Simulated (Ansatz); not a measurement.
Relaxation of [S5]2- (S₅²⁻) with RKS PBE-D4/def2-SVPD.

```sh
$ ansatz run in.yaml --threads 4 --pin off --events-out ev --progress --plain --max-ram 3916MiB
```

```yaml
crystal:
  periodic: [false, false, false]
  atoms:
    - {symbol: S, position_ang: [1.144150, -1.724750, 2.091660]}
    - {symbol: S, position_ang: [0.528790, -1.612230, 0.213310]}
    - {symbol: S, position_ang: [-1.121990, -0.347810, 0.010040]}
    - {symbol: S, position_ang: [-0.497730, 1.633310, -0.215110]}
    - {symbol: S, position_ang: [-0.053220, 2.051480, -2.099900]}
basis:
  gaussian: {orbitals: def2-SVPD}
total_charge: -2
hamiltonian: {xc: pbe, dispersion: d4}
scf: {lower_state_search: "off"}
output: {orbitals: {seedname: orbitals}}
relax: {f_tol: 0.02, max_steps: 100}
```

Hardware: 4 threads of Arm Neoverse V1 on a shared host. Wall time 8 s.

Positions (Å) and forces (eV/Å) at steps 1, 2, 3, 4, 5, 7 of 7:

```xyz
5
step=1 energy=-54138.8433 eV
S     1.144   -1.725    2.092    0.736   -0.228    1.995
S     0.529   -1.612    0.213   -0.073   -0.540   -1.732
S    -1.122   -0.348    0.010   -0.768   -0.244    0.001
S    -0.498    1.633   -0.215   -0.356    0.433    1.704
S    -0.053    2.051   -2.100    0.461    0.579   -1.967
5
step=2 energy=-54139.1545 eV
S     1.213   -1.857    2.214    0.081   -0.061    0.251
S     0.522   -1.706    0.265    0.058   -0.151   -0.170
S    -1.105   -0.343    0.008   -0.135   -0.045    0.001
S    -0.554    1.705   -0.266   -0.030    0.157    0.161
S    -0.076    2.201   -2.222    0.026    0.099   -0.243
5
step=3 energy=-54139.1729 eV
S     1.218   -1.926    2.263   -0.012   -0.016    0.027
S     0.531   -1.744    0.299    0.069   -0.055   -0.002
S    -1.072   -0.333    0.008   -0.063   -0.021   -0.004
S    -0.565    1.739   -0.300    0.031    0.085    0.002
S    -0.113    2.265   -2.270   -0.024    0.007   -0.023
5
step=4 energy=-54139.1732 eV
S     1.094   -2.043    2.337    0.012    0.012   -0.012
S     0.630   -1.727    0.323   -0.031   -0.008   -0.010
S    -0.978   -0.308   -0.005    0.035    0.001    0.037
S    -0.449    1.771   -0.320   -0.050   -0.016   -0.018
S    -0.298    2.306   -2.335    0.035    0.011    0.003
5
step=5 energy=-54139.1758 eV
S     1.176   -1.971    2.293    0.002   -0.021   -0.069
S     0.569   -1.750    0.301   -0.008    0.033    0.118
S    -1.037   -0.324    0.018    0.006    0.001   -0.060
S    -0.539    1.758   -0.308    0.041    0.019   -0.101
S    -0.169    2.287   -2.304   -0.041   -0.031    0.112
5
step=7 energy=-54139.1779 eV
S     1.163   -1.995    2.306    0.000   -0.001   -0.002
S     0.580   -1.746    0.315   -0.005    0.003    0.003
S    -1.022   -0.319    0.006    0.008    0.001   -0.001
S    -0.519    1.764   -0.316   -0.002   -0.003   -0.002
S    -0.202    2.295   -2.312   -0.001    0.000    0.002
```

A multiply charged anion in the gas phase is held together partly by the finite basis. The highest occupied level of the charge -2 singlet lies above zero (up to 3.30 eV). The electron is either unbound and held by the finite basis, or the level is raised by self-interaction error.
